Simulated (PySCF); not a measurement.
C₃H₈O, SMILES CCCO, GFN2-xTB optimised geometry.

```
12

C      1.73    -0.47     0.00
C      0.21    -0.47     0.00
C     -0.36     0.95     0.00
O     -1.76     0.98    -0.05
H      2.11     0.04     0.88
H      2.11     0.04    -0.88
H      2.11    -1.49     0.00
H     -0.16    -1.00     0.88
H     -0.17    -1.00    -0.88
H      0.01     1.49     0.88
H     -0.02     1.48    -0.89
H     -2.11     0.49     0.70
```

Density from PySCF 2.14.0 with PBE0/def2-TZVP at that geometry.

Minimum of the electron density along straight lines between bonded atoms, close to the bond critical point (lines longer than 1.1 times the sum of covalent radii, or with two minima, are not listed):

```json
[
 {"bond": "C1–C2", "length / Å": "1.523", "ρ at the minimum / e bohr⁻³": "0.246", "∇²ρ there / e bohr⁻⁵": "-0.61", "position (fraction from the first atom)": "0.50"},
 {"bond": "C2–C3", "length / Å": "1.529", "ρ at the minimum / e bohr⁻³": "0.251", "∇²ρ there / e bohr⁻⁵": "-0.63", "position (fraction from the first atom)": "0.50"},
 {"bond": "C3–O4", "length / Å": "1.409", "ρ at the minimum / e bohr⁻³": "0.265", "∇²ρ there / e bohr⁻⁵": "-0.59", "position (fraction from the first atom)": "0.35"},
 {"bond": "C1–H5", "length / Å": "1.088", "ρ at the minimum / e bohr⁻³": "0.279", "∇²ρ there / e bohr⁻⁵": "-0.95", "position (fraction from the first atom)": "0.64"},
 {"bond": "C1–H6", "length / Å": "1.087", "ρ at the minimum / e bohr⁻³": "0.279", "∇²ρ there / e bohr⁻⁵": "-0.96", "position (fraction from the first atom)": "0.64"},
 {"bond": "C1–H7", "length / Å": "1.087", "ρ at the minimum / e bohr⁻³": "0.279", "∇²ρ there / e bohr⁻⁵": "-0.96", "position (fraction from the first atom)": "0.64"},
 {"bond": "C2–H8", "length / Å": "1.094", "ρ at the minimum / e bohr⁻³": "0.276", "∇²ρ there / e bohr⁻⁵": "-0.94", "position (fraction from the first atom)": "0.64"},
 {"bond": "C2–H9", "length / Å": "1.092", "ρ at the minimum / e bohr⁻³": "0.279", "∇²ρ there / e bohr⁻⁵": "-0.96", "position (fraction from the first atom)": "0.64"},
 {"bond": "C3–H10", "length / Å": "1.100", "ρ at the minimum / e bohr⁻³": "0.280", "∇²ρ there / e bohr⁻⁵": "-0.97", "position (fraction from the first atom)": "0.64"},
 {"bond": "C3–H11", "length / Å": "1.092", "ρ at the minimum / e bohr⁻³": "0.286", "∇²ρ there / e bohr⁻⁵": "-1.02", "position (fraction from the first atom)": "0.65"},
 {"bond": "O4–H12", "length / Å": "0.964", "ρ at the minimum / e bohr⁻³": "0.362", "∇²ρ there / e bohr⁻⁵": "[?]", "position (fraction from the first atom)": "0.80"}
]
```

What belongs in the gaps?


- O4–H12, ∇²ρ there / e bohr⁻⁵: -2.43
